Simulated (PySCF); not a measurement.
# Bond curve of BO

Set-up: PySCF, no relativity, basis sets B cc-pVTZ, O cc-pVTZ. Energies in eV from B + O in their ground configurations at the same level. State: ²Σ⁺ (doublet), unpaired electrons σ ↑.

All columns are PBE0. A positive dipole means B(−)O(+).

```csv
R (Å),E (eV),μ (D),Mulliken charge on B (basis-dependent),HOMO (eV),LUMO (eV),Mayer bond order,⟨S²⟩
1.035,-6.642,-1.83,-0.05,-9.52,-3.83,2.74,0.76
1.083,-7.637,-1.97,0.01,-9.63,-3.97,2.70,0.76
1.131,-8.200,-2.11,0.07,-9.74,-4.12,2.66,0.76
1.167,-8.404,-2.21,0.11,-9.81,-4.22,2.63,0.76
1.203,-8.462,-2.31,0.14,-9.87,-4.33,2.60,0.76
1.239,-8.404,-2.40,0.18,-9.92,-4.43,2.57,0.76
1.287,-8.186,-2.53,0.22,-9.97,-4.57,2.53,0.77
1.347,-7.752,-2.67,0.26,-9.82,-4.73,2.48,0.77
1.419,-7.084,-2.81,0.31,-9.51,-4.92,2.42,0.77
1.516,-6.077,-2.95,0.34,-9.20,-5.17,2.33,0.77
```

A fit through these points gives, at Re = 1.202 Å, μ = -2.31 D and dμ/dR = -2.69 D/Å; the reduced mass is 6.521 u.

Problem. How strong is the fundamental in the double-harmonic approximation, I = 42.26·(dμ/dR)²/μred km/mol?

Solution. I = 42.26·(-2.69)²/6.521 = 46.9 km/mol at PBE0.

The state is the lowest determinant that a PBE0 search found; another state may lie lower at other levels.
